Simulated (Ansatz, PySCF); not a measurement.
Gas-phase enthalpy of formation at 298 K, by the atomisation route, of O=C=S (SMILES; COS, sulfanylidenemethanone). Structures are relaxed separately at B3LYP-D3(BJ)/def2-TZVP in Ansatz (a program for electronic structure). Valence correlation only, unless marked. Open shells are spin-unrestricted. Spin-orbit coupling is left out. Non-relativistic. CBS marks a two-point X^-3 extrapolation of the correlation energy; Hartree-Fock from the larger set. Thermal terms are rigid-rotor harmonic-oscillator values from B3LYP-D3(BJ) frequencies (PySCF) at 298.15 K and 1 atm. 1 Eh = 627.5095 kcal/mol.

```
species  count  E, CCSD(T)/CBS(cc-pV(T+d)Z,cc-pV(Q+d)Z) (Ansatz) (Eh)  E, PBE/def2-TZVPD (Ansatz) (Eh)  measured ΔHf at 0 K (kcal/mol)  H(298) - H(0) of the element (kcal/mol)
-------  -----  -----------------------------------------------------  -------------------------------  ------------------------------  ---------------------------------------
O=C=S        1                                             -511.00058                       -511.31841                               -                                        -
C atom       1                                              -37.78949                        -37.79605                          169.98                                     0.25
O atom       1                                              -75.00383                        -75.01069                           58.99                                     1.04
S atom       1                                             -397.67525                       -397.93910                           65.66                                     1.05
```

Molecule: zero-point energy 5.80, H(298) - H(0) 2.36 kcal/mol. The route leaves out scalar relativity and anharmonic zero-point terms, the atoms' spin-orbit terms, and in the frozen-core level the core correlation. Atomic data: G2/97 table in ASE.

Question: Work out De, D0 and ΔHf at 0 and 298 K at both levels, and their errors against the measured value.

Answer: 
The atoms' values sum to 294.63 (0 K) and 2.34 (thermal), in kcal/mol.
- CCSD(T)/CBS(cc-pV(T+d)Z,cc-pV(Q+d)Z): De = 333.84; D0 = 333.84 - 5.80 = 328.04; ΔHf(0 K) = 294.63 - 328.04 = -33.41; ΔHf(298 K) = -33.41 + 2.36 - 2.34 = -33.39; error -0.3.
- PBE/def2-TZVPD: De = 359.29; D0 = 359.29 - 5.80 = 353.49; ΔHf(0 K) = 294.63 - 353.49 = -58.86; ΔHf(298 K) = -58.86 + 2.36 - 2.34 = -58.84; error -25.7.
Measured: -33.1 kcal/mol (G2/97 table in ASE (Curtiss et al.)). This is an older compilation, not checked against later work.
